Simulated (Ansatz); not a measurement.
## Gallium, alpha-Ga (Cmce): convergence with Gaussian smearing

Computed with Ansatz, r²SCAN, scalar-relativistic PAW, on the relaxed cell (a = 4.464 Å, b = 7.586 Å, c = 4.535 Å; spin not included). Errors count from a run at 500 eV on a Γ-centred 11×11×9 mesh with Fermi-Dirac smearing of 0.1 eV, extrapolated to zero width. Fixed here: cutoff 500 eV, mesh 8×8×7. The SCF starts from atomic densities corrected by a trained network.

```json
{"width (eV)": "0.01", "E(σ→0) error (meV/atom)": "1.9", "F error (meV/atom)": "1.9", "P (GPa)": "0.01", "SCF iterations": "7"}
{"width (eV)": "0.03", "E(σ→0) error (meV/atom)": "1.9", "F error (meV/atom)": "1.8", "P (GPa)": "0.00", "SCF iterations": "7"}
{"width (eV)": "0.1", "E(σ→0) error (meV/atom)": "1.8", "F error (meV/atom)": "1.1", "P (GPa)": "-0.02", "SCF iterations": "7"}
{"width (eV)": "0.2", "E(σ→0) error (meV/atom)": "1.5", "F error (meV/atom)": "-0.5", "P (GPa)": "-0.01", "SCF iterations": "7"}
{"width (eV)": "0.3", "E(σ→0) error (meV/atom)": "1.5", "F error (meV/atom)": "-3.1", "P (GPa)": "0.01", "SCF iterations": "7"}
{"width (eV)": "0.6", "E(σ→0) error (meV/atom)": "2.7", "F error (meV/atom)": "-17.2", "P (GPa)": "0.20", "SCF iterations": "7"}
{"width (eV)": "1.0", "E(σ→0) error (meV/atom)": "11.2", "F error (meV/atom)": "-57.2", "P (GPa)": "0.79", "SCF iterations": "7"}
```
